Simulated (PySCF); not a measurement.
**How good is the calculation?**

Geometry (Å), atoms numbered from 1 in this order:
```xyz
8

F     0.9504    1.2587    0.7734
C     0.7439    0.0645    0.1174
C    -0.7170   -0.1706   -0.1138
F    -1.2098    0.6989   -1.0621
H     1.1497   -0.7433    0.7358
H     1.2822    0.1003   -0.8342
H    -1.2808   -0.0219    0.8116
H    -0.8689   -1.1945   -0.4724
```

The experiment to reproduce:  Coupling constants: $^{2}J$(F1,H5) 47.9 Hz, $^{2}J$(H5,H6) -11.8 Hz, $^{3}J$(F1,F4) -10.7 Hz.

Computational details: structure optimised with PBE0-D3(BJ)/def2-TZVP, NMR shieldings at PBE0/pcSseg-2/GIAO, B3LYP/pcJ-2 coupling constants, in PySCF 2.14 (one computed conformer, no relativistic terms, isolated molecule, equivalent nuclei averaged).

Task: How close does the calculation come?

Result: 
Coupling constants in Hz:
```tsv
coupling	reference	computed	source
$^{2}J$(F1,H5)	47.9	55.9	measured; solution, CH2Cl2; Gryff-Keller and Szczecinski, RSC Adv. 2016, 6, 82783
$^{2}J$(H5,H6)	-11.8	-12.3	measured; solution, CH2Cl2; Gryff-Keller and Szczecinski, RSC Adv. 2016, 6, 82783
$^{3}J$(F1,F4)	-10.7	-8.3	measured; solution, CH2Cl2; Gryff-Keller and Szczecinski, RSC Adv. 2016, 6, 82783
```
